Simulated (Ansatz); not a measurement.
`[O]F` radical. The species carries charge 0 and has multiplicity 2.

```xyz
2

O    -0.549    0.231   -0.296
F     0.549   -0.231    0.296
```

Task: List the harmonic frequencies (cm⁻¹, unscaled) at PBE0-D4/def2-TZVP in Ansatz. (Estimate.)

Result: The calculation gave: 1168.

Task: Is this a minimum?

Result: Yes, all 1 modes are real.

Task: Give the ideal-gas thermochemistry at 298.15 K and 1 bar (rigid rotor, harmonic oscillator; point group C∞v, symmetry number 1).

Result: Zero-point energy 7.0 kJ/mol; H(298) − E = 15.7 kJ/mol; entropy 216.8 J/(mol·K), of which translation 153.2, rotation 51.9, vibration 0.2, electronic 11.5; G(298) − E = -48.9 kJ/mol.

Task: And at 400, 500, 600, 800 and 1000 K?

Result: 
```json
{"T (K)": "400", "H − E (kJ/mol)": "18.8", "S (J/mol/K)": "225.8", "G − E (kJ/mol)": "-71.5"}
{"T (K)": "500", "H − E (kJ/mol)": "22.0", "S (J/mol/K)": "233.0", "G − E (kJ/mol)": "-94.4"}
{"T (K)": "600", "H − E (kJ/mol)": "25.4", "S (J/mol/K)": "239.0", "G − E (kJ/mol)": "-118.0"}
{"T (K)": "800", "H − E (kJ/mol)": "32.2", "S (J/mol/K)": "248.9", "G − E (kJ/mol)": "-166.9"}
{"T (K)": "1000", "H − E (kJ/mol)": "39.3", "S (J/mol/K)": "256.7", "G − E (kJ/mol)": "-217.5"}
```
